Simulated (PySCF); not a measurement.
NMR data simulated for an unnamed compound:

¹H NMR (400 MHz, computed): δ 7.45 (d, J = 2.8 Hz, 2H), 6.54 (d, J = 2.8 Hz, 2H).

¹³C{¹H} NMR (computed): δ 154.8 (C), 150.2 (CH), 102.9 (CH).

- σ from GIAO-PBE/pcSseg-2
- PBE0-D3(BJ)/def2-SVP structure
- couplings computed with B3LYP/pcJ-1 (without the spin–dipole term)
- program: PySCF 2.14.0 with density-fitted response routines
- non-relativistic Hamiltonian, rapidly exchanging positions averaged, one computed conformer, no solvent model

Shifts are taken against calculated references (same method and geometry level): ¹H (σref 31.18), ¹³C (σref 179.39) against TMS.

Which of these does the molecule contain: a non-aromatic C=C double bond, a heteroaromatic ring, a CH3CH2 unit, a Si–CH3 group?

Results:


- A non-aromatic C=C double bond: no.
- A heteroaromatic ring: yes.
- A CH3CH2 unit: no.
- A Si–CH3 group: no.

The data belong to `c1cc2occc2o1`, C6H4O2; they needn't prove each group on their own.

Carbon signals by region: 3 in the sp2 and nitrile region (100–160 ppm).

Multiplet labels drop couplings under 1 Hz and merge nearly equal ones. Couplings among chemically equivalent protons are left out too, so labels in AA′BB′ or AA′XX′ sets are apparent multiplicities. Unscaled 3J(H,H) at this level run about 10 % above measured values. Shifts are as computed, not scaled to solution data. Of 1211 compounds with measured shifts, 218 miss one by over three times the rms of a fit or turn the order of signals round; such compounds aren't used in these exercises.
